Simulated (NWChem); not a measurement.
System: fluorine (F2); SMILES FF

The following NWChem deck was run.

```
start job
memory heap 200 mb stack 900 mb global 1100 mb
geometry units angstroms
  F      0.000000     0.000000     0.688226
  F      0.000000     0.000000    -0.688226
end
basis spherical
  * library def2-svp
end
dft
  xc slater vwn_5
  iterations 150
end
driver
  maxiter 120
end
task dft optimize
task dft freq
```

Output (shortened):

```
             Northwest Computational Chemistry Package (NWChem) 7.3.0
             --------------------------------------------------------

 ORDER OF PRIMARY AXIS IS BEING SET TO 4
 D4H symmetry detected

                             Geometry "geometry" -> ""
                             -------------------------

 Output coordinates in angstroms (scale by  1.889725989 to convert to a.u.)

  No.       Tag          Charge          X              Y              Z
 ---- ---------------- ---------- -------------- -------------- --------------
    1 F                    9.0000     0.00000000     0.00000000     0.68822600
    2 F                    9.0000     0.00000000     0.00000000    -0.68822600

 Effective nuclear repulsion energy (a.u.)      31.1404663359

      Symmetry information
      --------------------

 Group name             D4h
 Group number             28
 Group order              16
 No. of unique centers     1

                                Z-matrix (autoz)
                                --------

 Units are Angstrom for bonds and degrees for angles

      Type          Name      I     J     K     L     M      Value
      ----------- --------  ----- ----- ----- ----- ----- ----------
    1 Stretch                  1     2                       1.37645

                           NWChem Geometry Optimization
                           ----------------------------

 maximum gradient threshold         (gmax) =   0.000450
 rms gradient threshold             (grms) =   0.000300
 maximum cartesian step threshold   (xmax) =   0.001800
 rms cartesian step threshold       (xrms) =   0.001200
 fixed trust radius                (trust) =   0.300000
 source of zmatrix                         =   autoz

          -------------------
          Energy Minimization
          -------------------

 Using diagonal initial Hessian
 Scaling for Hessian diagonals: bonds = 1.00  angles = 0.25  torsions = 0.10

          --------
          Step   0

                                 NWChem DFT Module
                                 -----------------

 Summary of "ao basis" -> "ao basis" (spherical)
 ------------------------------------------------------------------------------
       Tag                 Description            Shells   Functions and Types
 ---------------- ------------------------------  ------  ---------------------
 F                          def2-svp                 6       14   3s2p1d

      Symmetry analysis of basis
      --------------------------

        a1g         6
        a1u         0
        a2g         0
        a2u         6
        b1g         1
        b1u         1
        b2g         1
        b2u         1
        eg          6
        eu          6

            General Information
            -------------------
          SCF calculation type: DFT
          Wavefunction type:  closed shell.
          No. of atoms     :     2
          No. of electrons :    18
           Alpha electrons :     9
            Beta electrons :     9
          Charge           :     0
          Spin multiplicity:     1
          Use of symmetry is: on ; symmetry adaption is: on
          Maximum number of iterations: 150
          AO basis - number of functions:    28
                     number of shells:    12
          Convergence on energy requested:  1.00D-06
          Convergence on density requested:  1.00D-05
          Convergence on gradient requested:  5.00D-04

              XC Information
              --------------
                        Slater Exchange Functional  1.000 local
                      VWN V Correlation Functional  1.000 local

             Grid Information
             ----------------
          Grid used for XC integration:  medium
          Radial quadrature: Mura-Knowles
          Angular quadrature: Lebedev.
          Tag              B.-S. Rad. Rad. Pts. Rad. Cut. Ang. Pts.
          ---              ---------- --------- --------- ---------
          F                   0.50       49           5.0       434
          Grid pruning is: on
          Number of quadrature shells:    49
          Spatial weights used:  Erf1

      Superposition of Atomic Density Guess
      -------------------------------------

 Sum of atomic energies:        -198.58502273

      Non-variational initial energy
      ------------------------------

 Total energy =    -198.378033
 1-e energy   =    -340.504632
 2-e energy   =     110.986132
 HOMO         =      -0.480281
 LUMO         =      -0.142889

      Symmetry analysis of molecular orbitals - initial
      -------------------------------------------------

 !! scf_movecs_sym_adapt:    4 vectors were symmetry contaminated

  Symmetry fudging

 !! scf_movecs_sym_adapt:    4 vectors were symmetry contaminated

  Numbering of irreducible representations:

     1 a1g         2 a1u         3 a2g         4 a2u         5 b1g
     6 b1u         7 b2g         8 b2u         9 eg         10 eu

  Orbital symmetries:

     1 a1g         2 a2u         3 a1g         4 a2u         5 a1g
     6 eu          7 eu          8 eg          9 eg         10 a2u
    11 a1g        12 a2u        13 eu         14 eu         15 eg
    16 eg         17 a1g        18 a2u        19 eu

   convergence    iter        energy       DeltaE   RMS-Dens  Diis-err
 ---------------- ----- ----------------- --------- --------- ---------
 d= 0,ls=0.0,diis     1   -198.0499934374 -2.29D+02  1.57D-02  5.77D-01
 d= 0,ls=0.0,diis     2   -198.0609408337 -1.09D-02  8.84D-03  2.73D-01
 d= 0,ls=0.0,diis     3   -198.0809523480 -2.00D-02  2.00D-03  1.39D-02
 d= 0,ls=0.0,diis     4   -198.0819615464 -1.01D-03  3.96D-04  6.42D-04
 d= 0,ls=0.0,diis     5   -198.0820103701 -4.88D-05  2.84D-06  2.65D-08
 d= 0,ls=0.0,diis     6   -198.0820103721 -2.00D-09  1.72D-07  1.43D-10

         Total DFT energy =     -198.082010372127
      One electron energy =     -339.784111667080
           Coulomb energy =      130.049754122100
    Exchange-Corr. energy =      -19.488119163042
 Nuclear repulsion energy =       31.140466335895

 Numeric. integr. density =       18.000000250858

                  Occupations of the irreducible representations
                  ----------------------------------------------

                     irrep           alpha         beta
                     --------     --------     --------
                     a1g               3.0          3.0
                     a1u               0.0          0.0
                     a2g               0.0          0.0
                     a2u               2.0          2.0
                     b1g               0.0          0.0
                     b1u               0.0          0.0
                     b2g               0.0          0.0
                     b2u               0.0          0.0
                     eg                2.0          2.0
                     eu                2.0          2.0

                       DFT Final Molecular Orbital Analysis
                       ------------------------------------

 Vector    7  Occ=2.000000D+00  E=-4.656812D-01  Symmetry=eu
              MO Center= -3.2D-15,  1.4D-15,  2.1D-14, r^2= 8.6D-01
   Bfn.  Coefficient  Atom+Function         Bfn.  Coefficient  Atom+Function
  ----- ------------  ---------------      ----- ------------  ---------------
     4      0.403524  1 F  px                18      0.403524  2 F  px
     7     -0.266011  1 F  px                21     -0.266011  2 F  px
     5     -0.228304  1 F  py                19     -0.228304  2 F  py
     8      0.150502  1 F  py                22      0.150502  2 F  py

 Vector    8  Occ=2.000000D+00  E=-3.259892D-01  Symmetry=eg
              MO Center=  2.3D-16, -2.9D-16, -2.0D-14, r^2= 9.0D-01
   Bfn.  Coefficient  Atom+Function         Bfn.  Coefficient  Atom+Function
  ----- ------------  ---------------      ----- ------------  ---------------
     4      0.449545  1 F  px                18     -0.449545  2 F  px
     7     -0.297690  1 F  px                21      0.297690  2 F  px
     5     -0.260620  1 F  py                19      0.260620  2 F  py
     8      0.172583  1 F  py                22     -0.172583  2 F  py

 Vector    9  Occ=2.000000D+00  E=-3.259892D-01  Symmetry=eg
              MO Center=  3.2D-17, -2.1D-17, -2.7D-15, r^2= 9.0D-01
   Bfn.  Coefficient  Atom+Function         Bfn.  Coefficient  Atom+Function
  ----- ------------  ---------------      ----- ------------  ---------------
     5      0.449545  1 F  py                19     -0.449545  2 F  py
     8     -0.297690  1 F  py                22      0.297690  2 F  py
     4      0.260620  1 F  px                18     -0.260620  2 F  px
     7     -0.172583  1 F  px                21      0.172583  2 F  px

 Vector   10  Occ=0.000000D+00  E=-1.816171D-01  Symmetry=a2u
              MO Center=  2.3D-19,  4.3D-19, -1.9D-17, r^2= 8.3D-01
   Bfn.  Coefficient  Atom+Function         Bfn.  Coefficient  Atom+Function
  ----- ------------  ---------------      ----- ------------  ---------------
     6      0.567851  1 F  pz                20      0.567851  2 F  pz
     9     -0.445080  1 F  pz                23     -0.445080  2 F  pz
     3      0.205816  1 F  s                 17     -0.205816  2 F  s
     2      0.170867  1 F  s                 16     -0.170867  2 F  s
     1      0.071103  1 F  s                 15     -0.071103  2 F  s

 Vector   11  Occ=0.000000D+00  E= 9.404080D-01  Symmetry=a1g
              MO Center= -3.0D-14, -4.0D-14,  3.7D-14, r^2= 1.7D+00
   Bfn.  Coefficient  Atom+Function         Bfn.  Coefficient  Atom+Function
  ----- ------------  ---------------      ----- ------------  ---------------
     2      1.082896  1 F  s                 16      1.082896  2 F  s
     3     -1.001600  1 F  s                 17     -1.001600  2 F  s
     9     -0.260896  1 F  pz                23      0.260896  2 F  pz
     1      0.225316  1 F  s                 15      0.225316  2 F  s
     6     -0.192053  1 F  pz                20      0.192053  2 F  pz

 Vector   12  Occ=0.000000D+00  E= 9.555564D-01  Symmetry=eu
              MO Center=  2.3D-14, -6.1D-15, -1.7D-16, r^2= 1.3D+00
   Bfn.  Coefficient  Atom+Function         Bfn.  Coefficient  Atom+Function
  ----- ------------  ---------------      ----- ------------  ---------------
     4      0.642320  1 F  px                18      0.642320  2 F  px
     7      0.617816  1 F  px                21      0.617816  2 F  px
     5     -0.167158  1 F  py                19     -0.167158  2 F  py
     8     -0.160781  1 F  py                22     -0.160781  2 F  py

     Multipole analysis of the density
     ---------------------------------

     L   x y z        total         alpha         beta         nuclear
     -   - - -        -----         -----         ----         -------
     0   0 0 0     -0.000000     -9.000000     -9.000000     18.000000

[...]

      ----------------------
      Optimization converged
      ----------------------

  Step       Energy      Delta E   Gmax     Grms     Xrms     Xmax
  ---- ---------------- -------- -------- -------- -------- --------
@    3    -198.08201947 -2.7D-08  0.00001  0.00001  0.00001  0.00002
                                     ok       ok       ok       ok

                                Z-matrix (autoz)
                                --------

 Units are Angstrom for bonds and degrees for angles

      Type          Name      I     J     K     L     M      Value     Gradient
      ----------- --------  ----- ----- ----- ----- ----- ---------- ----------
    1 Stretch                  1     2                       1.37999    0.00001

                         Geometry "geometry" -> "geometry"
                         ---------------------------------

 Output coordinates in angstroms (scale by  1.889725989 to convert to a.u.)

  No.       Tag          Charge          X              Y              Z
 ---- ---------------- ---------- -------------- -------------- --------------
    1 F                    9.0000     0.00000000     0.00000000     0.68999330
    2 F                    9.0000     0.00000000     0.00000000    -0.68999330

 Effective nuclear repulsion energy (a.u.)      31.0607054970

      Symmetry information
      --------------------

 Group name             D4h
 Group number             28
 Group order              16
 No. of unique centers     1

                Final and change from initial internal coordinates
                --------------------------------------------------

                                Z-matrix (autoz)
                                --------

 Units are Angstrom for bonds and degrees for angles

      Type          Name      I     J     K     L     M      Value       Change
      ----------- --------  ----- ----- ----- ----- ----- ---------- ----------
    1 Stretch                  1     2                       1.37999    0.00353

[second-derivative integrals and response iterations left out]

  Vibrational analysis via the FX method

  See chapter 2 in "Molecular Vibrations" by Wilson, Decius and Cross

  Vib: Default input used

 ---------------------------- Atom information ----------------------------
     atom    #        X              Y              Z            mass
 --------------------------------------------------------------------------
    F        1  0.0000000D+00  0.0000000D+00  1.3038983D+00  1.8998400D+01
    F        2  0.0000000D+00  0.0000000D+00 -1.3038983D+00  1.8998400D+01
 --------------------------------------------------------------------------

[unprojected Hessian and modes left out]

        Vibrational analysis via the FX method
  --- with translations and rotations projected out ---
  --- via the Eckart algorithm                      ---
 Dependent rotation vector no.                    3
  found in ECKART; assuming linear geometry
 Projected Nuclear Hessian trans-rot subspace norm:3.0815D-33
                         (should be close to zero!)

[projected Hessian left out]

 Rotational Constants
 --------------------
 A=   0.000000 cm-1  (  0.000000 K)
 B=   0.931887 cm-1  (  1.340748 K)
 C=   0.931887 cm-1  (  1.340748 K)

 Temperature                      =   298.15K
 frequency scaling parameter      =   1.0000

 Linear Molecule

 Zero-Point correction to Energy  =    1.519 kcal/mol  (  0.002421 au)
 Thermal correction to Energy     =    3.018 kcal/mol  (  0.004809 au)
 Thermal correction to Enthalpy   =    3.610 kcal/mol  (  0.005753 au)

 Total Entropy                    =   48.234 cal/mol-K
   - Translational                =   36.817 cal/mol-K (mol. weight =  37.9968)
   - Rotational                   =   11.344 cal/mol-K (symmetry #  =        2)
   - Vibrational                  =    0.072 cal/mol-K

 Cv (constant volume heat capacity) =    5.279 cal/mol-K
   - Translational                  =    2.979 cal/mol-K
   - Rotational                     =    1.986 cal/mol-K
   - Vibrational                    =    0.313 cal/mol-K

[normal modes left out]

 ----------------------------------------------------------------------------
 Normal Eigenvalue ||           Projected Infra Red Intensities
  Mode   [cm**-1]  || [atomic units] [(debye/angs)**2] [(KM/mol)] [arbitrary]
 ------ ---------- || -------------- ----------------- ---------- -----------
    1        0.000 ||    0.000000           0.000         0.000      16.949
    2        0.000 ||    0.000000           0.000         0.000      18.243
    3        0.000 ||    0.000000           0.000         0.000       9.543
    4        0.000 ||    0.000000           0.000         0.000       8.613
    5        0.000 ||    0.000000           0.000         0.000       5.742
    6     1063.257 ||    0.000000           0.000         0.000       0.911
 ----------------------------------------------------------------------------
```

Level: LDA (Slater exchange, VWN5)/def2-SVP.
